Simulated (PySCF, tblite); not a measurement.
# C5H11O−: a rotation path, then NMR shifts on frames, part 1 of 2

Aim: move C5H11O− (`CC(C)(C)C[O-]`) away from its starting geometry and see how NMR shifts follow the geometry.

Programs: tblite 0.8.0 and PySCF 2.14.0, with density-fitted response routines of our own. Each step states its level of theory. These are calculated values for one molecule in the gas phase, unless marked as measured. Atoms are numbered from 0 throughout.

## 1. The starting structure

17 atoms, charge -1, multiplicity 1; geometry from: GFN2-xTB.

Bonds of the start (Å): C0–C1 1.53, C1–C2 1.52, C1–C3 1.52, C1–C4 1.60, C4–O5 1.30, C0–H6 1.09, C0–H7 1.09, C0–H8 1.09, C2–H9 1.09, C2–H10 1.09, C2–H11 1.09, C3–H12 1.09, C3–H13 1.09, C3–H14 1.09, C4–H15 1.15, C4–H16 1.15.

## 2. A band between two rotamers with GFN2-xTB

The job: settings as JSON, then the geometry in Å.

```
{"job": {"kind": "neb", "xc": "GFN2-xTB", "basis": "xTB", "atoms": [3, 1, 4, 5], "turn": 120}, "charge": -1, "multiplicity": 1}
C     -0.582118    -1.296374    -0.637597
C     -0.009594    -0.015414    -0.039054
C     -0.885202     1.181331    -0.394370
C      1.407518     0.228113    -0.546704
C      0.065936    -0.087975     1.553233
O      0.545040     0.972678     2.126891
H     -0.630059    -1.236431    -1.729139
H      0.037051    -2.151973    -0.367127
H     -1.588468    -1.475943    -0.258626
H     -0.549080     2.018616     0.214948
H     -0.816537     1.444612    -1.454233
H     -1.927922     0.977032    -0.151263
H      1.832786     1.028352     0.056703
H      1.425870     0.512184    -1.603239
H      2.019394    -0.664064    -0.413722
H     -1.008051    -0.365305     1.871891
H      0.656439    -1.057410     1.761498
```

Method: GFN2-xTB climbing-image nudged elastic band, gas phase.

Started as:

```sh
OMP_NUM_THREADS=1 python probes_run.py task.json out
```

One launch serves the whole session: the jobs run in the order shown.

The program printed:

```text
image   E - E0 / eV
  0       0.0000
  1       0.0240
  2       0.0869
  3       0.1553
  4       0.1907
  5       0.1740
  6       0.1146
  7       0.0412
  8       0.0002
```

Wall time 2.7 s (1 thread of Arm Neoverse V1, shared host); peak memory 0.18 GiB.

The final band, with the dihedral C3–C1–C4–O5:

```tsv
image	dihedral (°)	energy (eV)	energy (kcal/mol)
0	59	0.000	0.0
1	73	0.024	0.6
2	88	0.087	2.0
3	104	0.155	3.6
4	121	0.191	4.4
5	135	0.174	4.0
6	151	0.115	2.6
7	170	0.041	1.0
8	181	0.000	0.0
```

## 3. Shielding tensors: image 0, PBE0/pcSseg-1

The job: settings as JSON, then the geometry in Å.

```
{"job": {"kind": "nmr", "xc": "PBE0", "basis": "pcSseg-1", "pop": false}, "charge": -1, "multiplicity": 1}
C     -0.582100    -1.296400    -0.637600
C     -0.009600    -0.015400    -0.039100
C     -0.885200     1.181300    -0.394400
C      1.407500     0.228100    -0.546700
C      0.065900    -0.088000     1.553200
O      0.545000     0.972700     2.126900
H     -0.630100    -1.236400    -1.729100
H      0.037100    -2.152000    -0.367100
H     -1.588500    -1.475900    -0.258600
H     -0.549100     2.018600     0.214900
H     -0.816500     1.444600    -1.454200
H     -1.927900     0.977000    -0.151300
H      1.832800     1.028400     0.056700
H      1.425900     0.512200    -1.603200
H      2.019400    -0.664100    -0.413700
H     -1.008100    -0.365300     1.871900
H      0.656400    -1.057400     1.761500
```

With the program's defaults for keys left out, this is: GIAO PBE0/pcSseg-1 NMR shielding, non-relativistic, gas phase.

The program printed:

```text
coarse grid: 13336 points
cycle   1  E = -271.7241860328  dE =  5.438e-01  |g| = 1.013e+00  |ddm| = 3.400e+00
cycle   2  E = -267.6308261684  dE =  4.093e+00  |g| = 3.182e+00  |ddm| = 1.816e+01
cycle   3  E = -271.8798199884  dE = -4.249e+00  |g| = 5.274e-01  |ddm| = 1.812e+01
cycle   4  E = -271.9472350514  dE = -6.742e-02  |g| = 2.169e-01  |ddm| = 1.029e+00
cycle   5  E = -271.9593179351  dE = -1.208e-02  |g| = 5.456e-02  |ddm| = 3.711e-01
cycle   6  E = -271.9598166965  dE = -4.988e-04  |g| = 2.801e-02  |ddm| = 8.246e-02
cycle   7  E = -271.9599862713  dE = -1.696e-04  |g| = 4.154e-03  |ddm| = 3.371e-02
cycle   8  E = -271.9599902023  dE = -3.931e-06  |g| = 1.577e-03  |ddm| = 6.174e-03
final grid: 126344 points
cycle   9  E = -272.0088743636  dE = -4.401e-05  |g| = 1.213e-02  |ddm| = 4.145e-02
cycle  10  E = -272.0088310076  dE =  4.336e-05  |g| = 1.913e-02  |ddm| = 3.748e-02
cycle  11  E = -272.0089048926  dE = -7.388e-05  |g| = 2.306e-03  |ddm| = 2.817e-02
cycle  12  E = -272.0089060026  dE = -1.110e-06  |g| = 2.389e-04  |ddm| = 4.104e-03
cycle  13  E = -272.0089060132  dE = -1.063e-08  |g| = 1.244e-04  |ddm| = 4.977e-04
cycle  14  E = -272.0089060167  dE = -3.433e-09  |g| = 2.357e-05  |ddm| = 1.819e-04
cycle  15  E = -272.0089060168  dE = -1.321e-10  |g| = 2.003e-06  |ddm| = 4.148e-05
converged SCF energy = -272.0089060168

GIAO shielding tensors (ppm)
atom      isotropic    diamagn.    paramagn.     s11        s22        s33       span
  0 C      158.762     247.903     -89.141    136.513    147.313    192.461     55.947
  1 C      149.697     245.009     -95.313    143.052    148.311    157.727     14.675
  2 C      157.298     248.213     -90.915    130.768    154.933    186.194     55.426
  3 C      157.298     248.208     -90.910    130.767    154.935    186.191     55.424
  4 C       88.976     234.648    -145.673     58.561     67.895    140.470     81.909
  5 O      219.253     399.794    -180.541     85.307    263.405    309.047    223.740
  6 H       31.121      31.643      -0.523     27.854     28.568     36.941      9.087
  7 H       31.138      31.540      -0.401     27.649     28.602     37.164      9.515
  8 H       31.137      31.539      -0.402     27.649     28.602     37.161      9.512
  9 H       29.042      30.969      -1.928     24.663     28.789     33.672      9.009
 10 H       32.197      32.042       0.155     28.205     31.124     37.263      9.058
 11 H       31.713      31.978      -0.266     27.922     28.680     38.536     10.615
 12 H       29.040      30.966      -1.926     24.662     28.786     33.671      9.008
 13 H       32.197      32.042       0.155     28.205     31.124     37.263      9.058
 14 H       31.712      31.976      -0.265     27.921     28.678     38.536     10.615
 15 H       25.994      28.729      -2.735     21.203     26.533     30.247      9.044
 16 H       25.994      28.729      -2.735     21.202     26.533     30.246      9.044
```

Run time: 19 s. Hardware: 1 thread of Arm Neoverse V1, shared host; peak memory 0.74 GiB.

Shifts follow as δ = σ(reference) − σ, with reference shieldings (ppm) from runs at the same level and on the same kind of geometry: 1H TMS 31.72, 13C TMS 186.9, 17O H2O 336.1. The references are single molecules in the gas phase, so shifts against H2O, NH3, PH3, H3PO4 or CFCl3 are not on the usual liquid scales and can be off by tens of ppm. Each atom is listed at this fixed geometry, with no averaging over motion; a spectrum would average atoms that exchange fast.

```tsv
atoms	environment	σ (ppm)	δ (ppm)
C4	sp3 CH2 bonded to O	89.0	97.9
C1	quaternary sp3 carbon	149.7	37.2
C3	methyl carbon	157.3	29.6
C2	methyl carbon	157.3	29.6
C0	methyl carbon	158.8	28.2
H16	hydrogen on an sp3 CH2 bonded to O	25.99	5.72
H15	hydrogen on an sp3 CH2 bonded to O	25.99	5.72
H12	hydrogen on a methyl carbon	29.04	2.68
H9	hydrogen on a methyl carbon	29.04	2.68
H6	hydrogen on a methyl carbon	31.12	0.60
H8	hydrogen on a methyl carbon	31.14	0.58
H7	hydrogen on a methyl carbon	31.14	0.58
H14	hydrogen on a methyl carbon	31.71	0.01
H11	hydrogen on a methyl carbon	31.71	0.00
H13	hydrogen on a methyl carbon	32.20	-0.48
H10	hydrogen on a methyl carbon	32.20	-0.48
O5	oxygen bonded to C	219.3	116.8
```

## 4. Shielding tensors: image 2, PBE0/pcSseg-1

The job: settings as JSON, then the geometry in Å.

```
{"job": {"kind": "nmr", "xc": "PBE0", "basis": "pcSseg-1", "pop": false}, "charge": -1, "multiplicity": 1}
C     -0.634400    -1.257900    -0.632600
C     -0.008900    -0.004600    -0.023700
C     -0.834900     1.222200    -0.393600
C      1.408000     0.166600    -0.568900
C      0.050400    -0.093900     1.585700
O     -0.004000     1.034800     2.219200
H     -0.653600    -1.194200    -1.725800
H     -0.069600    -2.147400    -0.350300
H     -1.657200    -1.380600    -0.279900
H     -0.490100     2.043700     0.233400
H     -0.731300     1.481300    -1.451100
H     -1.887000     1.053700    -0.170500
H      1.895500     0.987800    -0.049900
H      1.400400     0.381000    -1.643100
H      1.994300    -0.738800    -0.404300
H     -0.789000    -0.835100     1.855400
H      1.004400    -0.706600     1.789900
```

Level: GIAO PBE0/pcSseg-1 NMR shielding, non-relativistic, gas phase.

The program printed:

```text
coarse grid: 13336 points
cycle   1  E = -271.7184657807  dE =  5.346e-01  |g| = 1.014e+00  |ddm| = 3.391e+00
cycle   2  E = -267.5094890778  dE =  4.209e+00  |g| = 3.172e+00  |ddm| = 1.831e+01
cycle   3  E = -271.8696041107  dE = -4.360e+00  |g| = 5.417e-01  |ddm| = 1.828e+01
cycle   4  E = -271.9407717314  dE = -7.117e-02  |g| = 2.203e-01  |ddm| = 9.919e-01
cycle   5  E = -271.9533433135  dE = -1.257e-02  |g| = 5.657e-02  |ddm| = 3.911e-01
cycle   6  E = -271.9538777726  dE = -5.345e-04  |g| = 2.926e-02  |ddm| = 8.969e-02
cycle   7  E = -271.9540639901  dE = -1.862e-04  |g| = 4.401e-03  |ddm| = 3.361e-02
cycle   8  E = -271.9540683732  dE = -4.383e-06  |g| = 1.723e-03  |ddm| = 6.252e-03
final grid: 126344 points
cycle   9  E = -272.0026175158  dE = -4.036e-05  |g| = 1.301e-02  |ddm| = 3.739e-02
cycle  10  E = -272.0025634735  dE =  5.404e-05  |g| = 2.108e-02  |ddm| = 4.096e-02
cycle  11  E = -272.0026520763  dE = -8.860e-05  |g| = 2.284e-03  |ddm| = 3.035e-02
cycle  12  E = -272.0026531875  dE = -1.111e-06  |g| = 2.301e-04  |ddm| = 3.748e-03
cycle  13  E = -272.0026531976  dE = -1.008e-08  |g| = 1.203e-04  |ddm| = 4.559e-04
cycle  14  E = -272.0026532008  dE = -3.214e-09  |g| = 2.369e-05  |ddm| = 1.649e-04
cycle  15  E = -272.0026532009  dE = -1.342e-10  |g| = 2.178e-06  |ddm| = 4.072e-05
converged SCF energy = -272.0026532009

GIAO shielding tensors (ppm)
atom      isotropic    diamagn.    paramagn.     s11        s22        s33       span
  0 C      155.225     247.957     -92.733    133.214    146.088    186.372     53.158
  1 C      151.066     245.631     -94.565    138.843    155.647    158.708     19.865
  2 C      157.404     247.737     -90.333    139.605    152.234    180.373     40.768
  3 C      154.130     247.883     -93.753    123.256    152.843    186.290     63.035
  4 C       89.529     233.228    -143.698     57.884     69.713    140.991     83.107
  5 O      216.406     399.226    -182.820     51.903    256.765    340.549    288.645
  6 H       31.105      31.672      -0.567     27.666     28.921     36.727      9.061
  7 H       31.344      31.596      -0.252     27.945     28.915     37.171      9.225
  8 H       31.058      31.686      -0.628     27.488     28.531     37.155      9.667
  9 H       29.008      31.212      -2.204     24.796     28.201     34.028      9.232
 10 H       32.394      32.123       0.270     28.896     31.407     36.877      7.981
 11 H       31.678      31.850      -0.172     27.718     28.778     38.538     10.821
 12 H       30.012      31.217      -1.205     26.142     28.257     35.636      9.494
 13 H       31.614      31.899      -0.285     27.713     30.213     36.915      9.202
 14 H       31.266      31.976      -0.709     27.791     28.600     37.408      9.617
 15 H       25.773      28.530      -2.757     20.049     27.216     30.055     10.006
 16 H       25.587      28.438      -2.851     21.408     26.175     29.179      7.771
```

It took 19 s on 1 thread of Arm Neoverse V1, shared host; peak memory 0.76 GiB.

This run: δ C4 97.4, C1 35.9, C3 32.8, C0 31.7, H16 6.13, H15 5.94 ppm.

(Continued in part 2 of 2.)
